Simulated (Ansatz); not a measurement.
A made-up structure of CH3BF (charge -1), singlet:

```
atom    x (Å)    y (Å)    z (Å)
  C1  -0.4826   0.1757  -0.3584
  B2   0.4439  -0.1698   0.2767
  F3   0.3483   0.0877   1.6383
  H4  -0.3767  -0.0398  -1.4190
  H5  -1.3354   0.6649   0.1598
  H6   1.4026  -0.7186  -0.2974
```

It is relaxed with PBE-D4/def2-SVPD and then PBE0-D4/def2-TZVPD (Ansatz 0.2.0). Atoms count as bonded within 1.22 times the sum of their covalent radii (H–H: 0.88 Å). The end point is not checked to be a true minimum.

Problem. Does its bonding change? (A judgement: the text doesn't fix the answer.)

Solution. By the calculation: No: no bond forms or breaks.

Where it ends: The first stage lowers the energy by 3.14 eV in 6 steps. It ends as CH₃BF ([CH2][BH][F]), total charge -1:
```xyz
6
angstrom
C -0.5912 0.2135 -0.4496
B 0.5369 -0.2016 0.3586
F 0.6084 -0.0198 1.7499
H -0.6121 0.0561 -1.5281
H -1.4840 0.7030 -0.0538
H 1.5421 -0.7512 -0.0770
```

Labels in which every atom is bracketed show which atoms are joined, not bond orders.

For scale, one of the runs: PBE0-D4/def2-TZVPD relaxation, 141 basis functions, launched by `ansatz run in.yaml --threads 2 --pin off --events-out ev --progress --plain --max-ram 4352MiB`. The run took about 16 s on 2 CPU threads of an Arm Neoverse V1 (shared host).
